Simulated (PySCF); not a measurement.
PySCF input for O3, SMILES [O+](=O)[O-], TDA-PBE/def2-TZVPD. Geometry optimised at PBE0-D3(BJ)/def2-TZVP. The molecule may have multireference character, which single-reference levels describe poorly.

```python
import numpy as np
from pyscf import gto, scf, dft, tdscf

mol = gto.M(
    atom='''
    O     0.00000000    1.06339463    0.21133481
    O     0.00000000    0.00000000   -0.42266962
    O     0.00000000   -1.06339463    0.21133481
    ''',
    basis='def2-TZVPD',
    charge=0,
    spin=0,
    symmetry=True,
    max_memory=1600,
    verbose=4,
)
mf = dft.RKS(mol, xc='pbe').density_fit(auxbasis='def2-universal-jkfit')
mf.grids.level = 3
mf.conv_tol = 1e-9
mf.max_cycle = 100
mf.kernel()
mf.grids = dft.Grids(mol).set(level=1).build(with_non0tab=True)  # coarser grid for the response kernel
td = tdscf.TDA(mf)
td.singlet = True
td.nstates = 10
td.conv_tol = 1e-4
td.positive_eig_threshold = 1e-6
td.kernel(x0=td.get_init_guess(mf, 15))
td.analyze()
tt = tdscf.TDA(mf)
tt.singlet = False
tt.nstates = 4
tt.conv_tol = 1e-4
tt.positive_eig_threshold = 1e-6
tt.kernel(x0=tt.get_init_guess(mf, 9))
tt.analyze(verbose=3)
```

Output:

```
PySCF version 2.14.0

[INPUT] verbose = 4
[INPUT] num. atoms = 3
[INPUT] num. electrons = 24
[INPUT] charge = 0
[INPUT] spin (= nelec alpha-beta = 2S) = 0
[INPUT] symmetry True subgroup None
[INPUT] Mole.unit = angstrom
[INPUT] Symbol           X                Y                Z      unit          X                Y                Z       unit  Magmom
[INPUT]  1 O      0.000000000000   1.063394630000   0.211334810000 AA    0.000000000000   2.009524613033   0.399364911487 Bohr   0.0
[INPUT]  2 O      0.000000000000   0.000000000000  -0.422669620000 AA    0.000000000000   0.000000000000  -0.798729822974 Bohr   0.0
[INPUT]  3 O      0.000000000000  -1.063394630000   0.211334810000 AA    0.000000000000  -2.009524613033   0.399364911487 Bohr   0.0

nuclear repulsion = 70.6349108470433
point group symmetry = C2v
symmetry origin: [0. 0. 0.]
symmetry axis x: [-1. -0. -0.]
symmetry axis y: [0. 1. 0.]
symmetry axis z: [0. 0. 1.]
num. orbitals of irrep A1 = 45
num. orbitals of irrep A2 = 17
num. orbitals of irrep B1 = 22
num. orbitals of irrep B2 = 36
number of shells = 42
number of NR pGTOs = 165
number of NR cGTOs = 120
basis = def2-TZVPD
ecp = {}


******** <class 'pyscf.df.df_jk.DFSymAdaptedRKS'> ********
method = DFSymAdaptedRKS
initial guess = minao
damping factor = 0
level_shift factor = 0
DIIS = <class 'pyscf.scf.diis.CDIIS'>
diis_start_cycle = 1
diis_space = 8
diis_damp = 0
SCF conv_tol = 1e-09
SCF conv_tol_grad = None
SCF max_cycles = 100
direct_scf = False
XC library pyscf.dft.libxc version 7.1.2
    S. Lehtola, C. Steigemann, M. J. T. Oliveira, and M. A. L. Marques,  SoftwareX 7, 1–5 (2018)
XC functionals = pbe
    J. P. Perdew, K. Burke, and M. Ernzerhof,  Phys. Rev. Lett. 77, 3865 (1996)
    J. P. Perdew, K. Burke, and M. Ernzerhof,  Phys. Rev. Lett. 78, 1396 (1997)
    J. P. Perdew, K. Burke, and M. Ernzerhof,  Phys. Rev. Lett. 77, 3865 (1996)
    J. P. Perdew, K. Burke, and M. Ernzerhof,  Phys. Rev. Lett. 78, 1396 (1997)
radial grids:
    Treutler-Ahlrichs [JCP 102, 346 (1995); DOI:10.1063/1.469408] (M4) radial grids

becke partition: Becke, JCP 88, 2547 (1988); DOI:10.1063/1.454033
pruning grids: <function nwchem_prune>
grids dens level: 3
symmetrized grids: True
atomic radii adjust function: <function treutler_atomic_radii_adjust>
small_rho_cutoff = 0
Freeze 0 electrons in irreps []
    24 free electrons in irreps A1 A2 B1 B2
Set gradient conv threshold to 3.16228e-05
Initial guess from minao.
tot grids = 42248
init E= -225.928087932493
HOMO (A1) = -0.316225711484691  LUMO (B1) = -0.209216257256085  gap/eV = 2.91188
cycle= 1 E= -225.203090659532  delta_E= 0.725  |g|= 0.866  |ddm|=  1.7
HOMO (B2) = -0.225806199396608  LUMO (B1) = -0.205725402651679  gap/eV = 0.54643
cycle= 2 E= -224.560055442556  delta_E= 0.643  |g|= 2.19  |ddm|= 1.21
HOMO (A1) = -0.277952278434313  LUMO (B1) = -0.20799078621459  gap/eV = 1.90375
cycle= 3 E= -225.322455439835  delta_E= -0.762  |g|= 0.0978  |ddm|= 0.854
HOMO (A1) = -0.292416693007404  LUMO (B1) = -0.221585530787763  gap/eV = 1.92741
cycle= 4 E= -225.323698090781  delta_E= -0.00124  |g|= 0.0373  |ddm|= 0.0804
HOMO (A1) = -0.285724544303712  LUMO (B1) = -0.214338466004918  gap/eV = 1.94251
cycle= 5 E= -225.323926049431  delta_E= -0.000228  |g|= 0.00849  |ddm|= 0.0251
HOMO (A1) = -0.286976553199707  LUMO (B1) = -0.21565908569118  gap/eV = 1.94065
cycle= 6 E= -225.323938957522  delta_E= -1.29e-05  |g|= 0.00135  |ddm|= 0.00494
HOMO (A1) = -0.286946356665467  LUMO (B1) = -0.215656041714579  gap/eV = 1.93991
cycle= 7 E= -225.323939275069  delta_E= -3.18e-07  |g|= 8.7e-05  |ddm|= 0.000664
HOMO (A1) = -0.286946417887187  LUMO (B1) = -0.215658069430593  gap/eV = 1.93985
cycle= 8 E= -225.323939276383  delta_E= -1.31e-09  |g|= 1.69e-05  |ddm|= 6.2e-05
HOMO (A1) = -0.286945891265475  LUMO (B1) = -0.215657303397231  gap/eV = 1.93986
cycle= 9 E= -225.323939276429  delta_E= -4.63e-11  |g|= 6.56e-07  |ddm|= 1.06e-05
HOMO (A1) = -0.286945882644531  LUMO (B1) = -0.215657266898718  gap/eV = 1.93986
Extra cycle  E= -225.32393927643  delta_E= -3.41e-13  |g|= 8.89e-07  |ddm|= 7.69e-07
converged SCF energy = -225.32393927643
tot grids = 15544
Overwritten attributes  positive_eig_threshold  of <class 'pyscf.tdscf.rks.TDA'>


******** <class 'pyscf.tdscf.rks.TDA'> for <class 'pyscf.df.df_jk.DFSymAdaptedRKS'> ********
nstates = 10 singlet
deg_eia_thresh = 1.000e-03
wfnsym = None
conv_tol = 0.0001
eigh lindep = 1e-12
eigh level_shift = 0
eigh max_cycle = 100


Excitation energies (eV)
[2.37182892 2.53382639 6.79163538 8.55503151 8.68595489 8.81990982
 8.88340053 9.14633357 9.25491171 9.41155524]

** Singlet excitation energies and oscillator strengths **
Excited State   1:   B1      2.37183 eV    522.74 nm  f=0.0000
      12 -> 13       -0.70652
Excited State   2:   A2      2.53383 eV    489.32 nm  f=0.0000
      11 -> 13       -0.70690
Excited State   3:   B2      6.79164 eV    182.55 nm  f=0.1536
      10 -> 13        0.58949
      11 -> 14       -0.21340
      11 -> 15       -0.14699
      12 -> 16       -0.14754
      12 -> 24        0.14745
Excited State   4:   A1      8.55503 eV    144.93 nm  f=0.0005
      12 -> 14        0.36139
      12 -> 15       -0.60282
Excited State   5:   A1      8.68595 eV    142.74 nm  f=0.0306
      12 -> 14        0.59757
      12 -> 15        0.35060
      12 -> 18        0.11701
Excited State   6:   B2      8.81991 eV    140.57 nm  f=0.0415
      11 -> 14       -0.44818
      11 -> 15        0.53556
      12 -> 16        0.10943
Excited State   7:   B2      8.88340 eV    139.57 nm  f=0.0092
      11 -> 14        0.11813
      11 -> 15        0.23161
      12 -> 16       -0.64981
Excited State   8:   A1      9.14633 eV    135.56 nm  f=0.0257
      11 -> 16        0.68920
      12 -> 18       -0.15027
Excited State   9:   B1      9.25491 eV    133.97 nm  f=0.0126
       9 -> 13       -0.11098
      12 -> 17        0.69818
Excited State  10:   B1      9.41156 eV    131.74 nm  f=0.0056
       9 -> 13       -0.69255
      12 -> 17       -0.11058

** Transition electric dipole moments (AU) **
state          X           Y           Z        Dip. S.      Osc.
  1         0.0096     -0.0000      0.0000      0.0001      0.0000
  2         0.0000      0.0000      0.0000      0.0000      0.0000
  3        -0.0000     -0.9607      0.0000      0.9229      0.1536
  4         0.0000      0.0000      0.0486      0.0024      0.0005
  5        -0.0000      0.0000      0.3789      0.1436      0.0306
  6        -0.0000      0.4382      0.0000      0.1920      0.0415
  7        -0.0000      0.2052      0.0000      0.0421      0.0092
  8         0.0000     -0.0000     -0.3390      0.1149      0.0257
  9         0.2356     -0.0000     -0.0000      0.0555      0.0126
 10        -0.1552      0.0000     -0.0000      0.0241      0.0056

** Transition velocity dipole moments (imaginary part, AU) **
state          X           Y           Z        Dip. S.      Osc.
  1         0.0384     -0.0000     -0.0000      0.0015      0.0113
  2        -0.0000      0.0000      0.0000      0.0000      0.0000
  3        -0.0000      0.1973      0.0000      0.0389      0.1040
  4         0.0000     -0.0000      0.0033      0.0000      0.0000
  5         0.0000      0.0000      0.1452      0.0211      0.0440
  6         0.0000      0.1333      0.0000      0.0178      0.0366
  7        -0.0000      0.0036      0.0000      0.0000      0.0000
  8         0.0000     -0.0000     -0.1040      0.0108      0.0214
  9         0.0719     -0.0000     -0.0000      0.0052      0.0101
 10        -0.0202      0.0000     -0.0000      0.0004      0.0008

** Transition magnetic dipole moments (imaginary part, AU) **
state          X           Y           Z
  1         0.0000     -1.3257      0.0000
  2        -0.0000     -0.0000     -0.7120
  3        -0.1679     -0.0000      0.0000
  4         0.0000      0.0000     -0.0000
  5         0.0000     -0.0000     -0.0000
  6         0.6594     -0.0000      0.0000
  7        -0.0913      0.0000      0.0000
  8         0.0000     -0.0000      0.0000
  9         0.0000      0.1516      0.0000
 10         0.0000      0.3807      0.0000


******** <class 'pyscf.tdscf.rks.TDA'> for <class 'pyscf.df.df_jk.DFSymAdaptedRKS'> ********
nstates = 4 triplet
deg_eia_thresh = 1.000e-03
wfnsym = None
conv_tol = 0.0001
eigh lindep = 1e-12
eigh level_shift = 0
eigh max_cycle = 100


Excitation energies (eV)
[1.45762902 1.79571174 2.20622601 8.14506668]

** Triplet excitation energies and oscillator strengths **
Excited State   1:   B1      1.45763 eV    850.59 nm  f=0.0000
Excited State   2:   A2      1.79571 eV    690.45 nm  f=0.0000
Excited State   3:   B2      2.20623 eV    561.97 nm  f=0.0000
Excited State   4:   A1      8.14507 eV    152.22 nm  f=0.0000
```

The run converged.

Cost: about 10 core-seconds (a rough figure).
